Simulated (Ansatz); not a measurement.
Start from GaN in the wurtzite structure (space group P6_3mc, No. 186; a = 3.183 Å, c = 5.184 Å).

Method: r2SCAN/PAW in Ansatz (a first-principles code), scalar-relativistic without spin-orbit coupling.

It is then changed as follows: every Ga is replaced by Al, then cell and atoms are relaxed.

Measured band gap: GaN 3.68 eV (static lattice; corrected from measurement; as listed in Wei Chen et al., Physical Review Materials (2018)); AlN 6.51 eV (static lattice; corrected from measurement; as listed in Martin Feneberg et al., Physical Review B (2010)).

Measured lattice parameter a: GaN 3.189 Å (room temperature; as listed in M J Lucero, T M Henderson, G E Scuseria, Journal of Physics Condensed Matter (2012)); AlN 3.1113 Å (0 K or low temperature; as listed in arXiv:1206.3780).

Question: How well does r2SCAN reproduce the measured shift?

Answer: With r2SCAN the band gap moves by +2.53 eV (2.35 → 4.88) against +2.83 eV measured; the lattice parameter a moves by -0.076 Å (3.183 → 3.107) against -0.078 Å measured.

No phonon test of stability was made.
